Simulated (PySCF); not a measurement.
Saddle point of BH$_{3}$O, closed shell (BH₃O ([BH2][OH]) → BHO ([BH][O]) + H₂; bonds formed: H2–H4; bonds broken: B1–H2, O3–H4), PBE0-D4/def2-TZVP structure:

```xyz
5
angstrom
B 0.0382 0.2082 -0.3198
H 0.1976 0.1148 1.0953
O -0.4587 -0.9160 -0.6858
H -0.1828 -0.6799 0.6269
H 0.4056 1.2728 -0.7167
```

Energies are electronic, without zero-point energy. Barriers and step energies count from the start structure reached by relaxing down the imaginary mode; all methods use the PBE0-D4 structures, on which another method's saddle can fall below an end. PySCF 2.14 with density fitting (its default auxiliary sets; JK sets also for MP2 and CCSD(T)); basis: def2-TZVPP, with def2-QZVPP for the basis limit; cores frozen in the correlated methods. B3LYP uses VWN-RPA correlation. Extrapolation: Hartree–Fock as exp(−7.88 √X), correlation as X^−2.97.

```csv
method,barrier (kJ/mol),step energy (kJ/mol)
SPW92,?,91.6
PBE-D4,219.3,61.5
r2SCAN-D4,?,67.1
PBE0-D4,244.2,78.9
B3LYP-D4,248.9,60.0
BHLYP-D4,277.6,79.0
wB97M-V,253.3,66.2
HF,320.5,82.2
MP2,?,53.8
CCSD,269.0,68.5
CCSD(T),257.0,61.8
```

Question: Fill in the withheld barriers. (To be estimated.)

Answer: The calculation gives: SPW92 210.4; MP2 247.7; r2SCAN-D4 235.0 kJ/mol. Each is the energy of the saddle less that of the start structure, by the same method.

For comparison, the barrier by CCSD(T) at an estimated basis limit (MP2 extrapolated from triple and quadruple zeta, plus CCSD(T) − MP2 in triple zeta) is 254.3 kJ/mol.

No T1 diagnostic of these runs exceeds 0.021.

Labels in which every atom is bracketed show which atoms are joined, not bond orders.

For scale, one of the runs: CCSD(T)/def2-TZVPP, 104 basis functions, launched by `OMP_NUM_THREADS=4 python run.py`. Hardware: 4 CPU threads of an Arm Neoverse V2, shared host. Wall time about 14 s.
